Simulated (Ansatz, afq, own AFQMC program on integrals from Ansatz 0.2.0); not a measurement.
**Atomization energy of CuCH$_{2}$, doublet**

| atom | x (Å) | y (Å) | z (Å) |
| --- | --- | --- | --- |
| Cu | 0.0000 | 0.0000 | 0.3486 |
| C | 0.0000 | 0.0000 | -1.4956 |
| H | 0.0000 | 0.9188 | -2.0778 |
| H | 0.0000 | -0.9188 | -2.0778 |

Connectivity, by distances: Cu–CH2.

Atoms in their ground-state spins without spin–orbit coupling (mostly on UHF) minus the molecule (UHF), without zero-point energy. The geometry is a stationary point, not shown to be a minimum.

Basis def2-SVP. Only valence electrons are correlated. Ansatz 0.2.0 and our own AFQMC program on the same integrals; the CISD trial comes from CCSD amplitudes, and released means the phaseless constraint is let go. Uncertainties: one standard error, sampling alone. The metal's outer-core s and p shells are frozen, which shifts wave-function levels against functionals. The errors of all members are added in quadrature.

No full CI on the walks' own integrals is used here; CCSDT(Q) serves as the reference and is uncertain by about the last step of the cluster series. Each member takes its own surest rung, up to full CI.

Errors are counted within def2-SVP, not against nature.

Cautions: no relativity below Rb; outer-core shells of the metal frozen; CuCH₂ (doublet): higher spins were not checked; Cu (doublet): its ph-AFQMC/CISD value lies 36 ± 3 meV above CCSDTQ.

Reference (CCSDT(Q)): 1008.8 kJ/mol.

```
      level  atomization energy (kJ/mol)  error against CCSDT(Q) (kJ/mol)
         HF                        743.7                           -265.1
        MP2                       1010.7                              1.9
       CCSD                        993.4                            -15.4
    CCSD(T)                       1007.4                             -1.4
      CCSDT                       1011.0                              2.2
ph-AFQMC/HF                 1049.1 ± 3.4                       40.4 ± 3.4
```

Correlation beyond CCSD(T) adds 1.4 kJ/mol. The perturbative (T) step is worth +14.0 kJ/mol.

A walk keeps the symmetry of its determinant, which the program's search chose and which needn't be the lowest solution, so a lower state of the same spin and another symmetry isn't excluded.
